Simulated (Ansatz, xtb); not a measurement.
## CH6BO−: which of two isomers lies lower

Structure I is `C[BH2-]O`, a singlet and structure II is `[BH3-]OC`, a singlet. Both are isolated ions in the gas phase, relaxed with PBE0-D3(BJ)/def2-SVPD; the shapes shown needn't be the lowest conformers.

I (Å):

```xyz
9

C     1.2704    0.4198   -0.5802
B     0.5358    0.5240    0.8875
O    -0.8591   -0.0376    0.8539
H     1.3320   -0.6272   -0.9360
H     2.3027    0.8190   -0.5559
H     0.7306    0.9916   -1.3631
H     1.1846   -0.1302    1.7353
H     0.5223    1.7389    1.2469
H    -1.3851    0.5218    0.2804
```

II (Å):

```xyz
9

C    -0.4804    0.8609    0.4160
B     1.6914   -0.0682   -0.0295
O     0.2909   -0.2681    0.4490
H     2.3010   -1.1500    0.0421
H     2.2776    0.7974    0.6741
H     1.6952    0.3437   -1.2204
H    -0.0664    1.6833    1.0479
H    -0.5764    1.2864   -0.6120
H    -1.5045    0.6420    0.7830
```

Quicker runs give these differences E(II) − E(I): GFN2-xTB −3.5 kcal/mol; HF/STO-3G +3.3 kcal/mol (at GFN2-xTB geometries); r2SCAN-D4/def2-SVPD +15.5 kcal/mol (at GFN2-xTB geometries).

Task: Which of the two would you expect CCSD(T)/def2-SVPD + ΔMP2/def2-TZVPPD electronic energies to favour?

Result: Structure I; the calculation gives E(II) − E(I) = +16.6 kcal/mol.

Level by level:

```csv
level,geometry,E(II) − E(I) (kcal/mol),departure from the last row (kcal/mol),"job, with rough time for the two"
GFN2-xTB,GFN2-xTB,−3.5,−20.1,"optimisation, 0.084 s"
HF/STO-3G,GFN2-xTB,+3.3,−13.3,"single point, 0.16 s"
r2SCAN-D4/def2-SVPD,GFN2-xTB,+15.5,−1.1,"single point, 2.8 s"
PBE0-D3(BJ)/def2-SVPD,PBE0-D3(BJ)/def2-SVPD,+15.8,−0.8,"optimisation, 19 s"
HF/def2-SVPD,PBE0-D3(BJ)/def2-SVPD,+14.1,−2.4,part of the CCSD(T) run
MP2/def2-SVPD,PBE0-D3(BJ)/def2-SVPD,+18.2,+1.7,part of the CCSD(T) run
CCSD(T)/def2-SVPD,PBE0-D3(BJ)/def2-SVPD,+16.6,0.0,single point
CCSD(T)/def2-SVPD + ΔMP2/def2-TZVPPD,PBE0-D3(BJ)/def2-SVPD,+16.6,,"single point, 18 s"
```

As drawn, II has 1 C–O, 1 B–H in place of 1 C–B, 1 O–H.

GFN2-xTB puts the two in the other order. The largest departure from CCSD(T)/def2-SVPD + ΔMP2/def2-TZVPPD is that of GFN2-xTB, 20.1 kcal/mol. The last row adds to CCSD(T) the change of the MP2 difference between the two basis sets, here 0.0 kcal/mol.

With harmonic frequencies from PBE0-D3(BJ)/def2-SVPD (ideal gas, rigid rotor, one conformer each, 600 K, 1 atm): on the last row, ΔE + ΔZPE = +16.2, ΔH = +15.5, ΔG = +17.0 kcal/mol.

The correlated steps freeze 3 core orbitals. Mirror images aren't counted in ΔG. Programs: Ansatz 0.2.0, xtb 6.7.1; the last row on 2 threads of Arm Neoverse V1 on a shared host.
